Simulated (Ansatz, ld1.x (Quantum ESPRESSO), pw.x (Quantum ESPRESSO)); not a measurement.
Rh (bcc): variants of one ultrasoft potential in the solid

* Element: Rh
* Generator: ld1.x (Quantum ESPRESSO) 7.5
* Type: ultrasoft
* Functional: PBEsol
* Relativity: scalar-relativistic
* Frozen core: [Kr]
* Valence charge: 9
* Reference configuration: 4d8 5s1 5p0
* Partial waves: 5s (bound): rcut 2.50, rcutus 3.10 bohr; 5s channel at 3.2 Ry: rcut 2.50, rcutus 3.10 bohr; 5p (bound, empty): rcut 2.85, rcutus 3.15 bohr; 5p channel at 1.75 Ry: rcut 2.85, rcutus 3.15 bohr; 4d (bound): rcut 1.55, rcutus 1.70 bohr; 4d channel at -0.15 Ry: rcut 1.55, rcutus 1.70 bohr
* Local potential: all-electron potential smoothed inside 2.35 bohr (lloc = -1)
* Core correction: none
* Augmentation charge: PSQ, radius 1.65 bohr

Crystal test: bcc Rh in pw.x 7.5, no spin, 15³ k-points, Fermi–Dirac smearing 0.01 Ry, cutoffs set for each file from its atomic test. The reference is all-electron LAPW (Ansatz 0.2.0) with the same functional, mesh and smearing; V0 and B0 come from Birch–Murnaghan fits to the pressures at five volumes. Errors are pseudo minus all-electron; Δ is the rms difference of the E(V) curves that follow from these fits, minima aligned, over ±6 % about the mean V0. Mesh and smearing are coarse, so the numbers serve the comparison and aren't converged zero-temperature values; the lattice is a test structure that the element need not adopt.

All-electron: a0 = 3.032 Å (V0 = 13.94 Å³/atom), B0 = 264.3 GPa.

Base: The largest radius (3.15 bohr) exceeds half the bond length (2.48 bohr), so the spheres overlap, which is one possible source of error among others. This is a poor potential for the solid.

A dash in a converged row means that the minimum lies outside the volumes sampled.

| change | cutoffs (Ry) | pw.x | a0 (Å) | a0 error (%) | B0 error (%) | Δ (meV/atom) | mean pressure error (GPa) |
| --- | --- | --- | --- | --- | --- | --- | --- |
| base | 85/680 | converged | 3.057 | +0.83 | +2.7 | 21.0 | +7.40 |
| all radii scaled by about 0.83 (s 2.58, p 2.62, d 1.40 bohr, rcut 2.08/2.36/1.28); local potential all-electron potential smoothed inside 1.94 bohr (lloc = -1); augmentation PSQ, radius 1.36 bohr | 110/880 | converged | 3.057 | +0.82 | -0.5 | 20.2 | +6.98 |
| all radii scaled by about 0.97 (s 3.00, p 3.04, d 1.64 bohr, rcut 2.42/2.76/1.50); local potential all-electron potential smoothed inside 2.26 bohr (lloc = -1); augmentation PSQ, radius 1.60 bohr | 85/680 | converged | 3.054 | +0.71 | +1.5 | 17.7 | +6.16 |
| all radii scaled by about 1.09 (s 3.38, p 3.44, d 1.86 bohr, rcut 2.72/3.10/1.68); local potential all-electron potential smoothed inside 2.56 bohr (lloc = -1); augmentation PSQ, radius 1.80 bohr | 60/480 | converged | 3.073 | +1.34 | +3.3 | 34.0 | +12.39 |
| all radii scaled by about 1.21 (s 3.74, p 3.80, d 2.04 bohr, rcut 3.02/3.44/1.86); local potential all-electron potential smoothed inside 2.84 bohr (lloc = -1); augmentation PSQ, radius 1.98 bohr | 50/400 | converged | – | – | – | – | +17.88 |
| all radii scaled by about 1.35 (s 4.18, p 4.24, d 2.28 bohr, rcut 3.36/3.84/2.08); local potential all-electron potential smoothed inside 3.16 bohr (lloc = -1); augmentation PSQ, radius 2.22 bohr | 45/360 | converged | – | – | – | – | +16.93 |
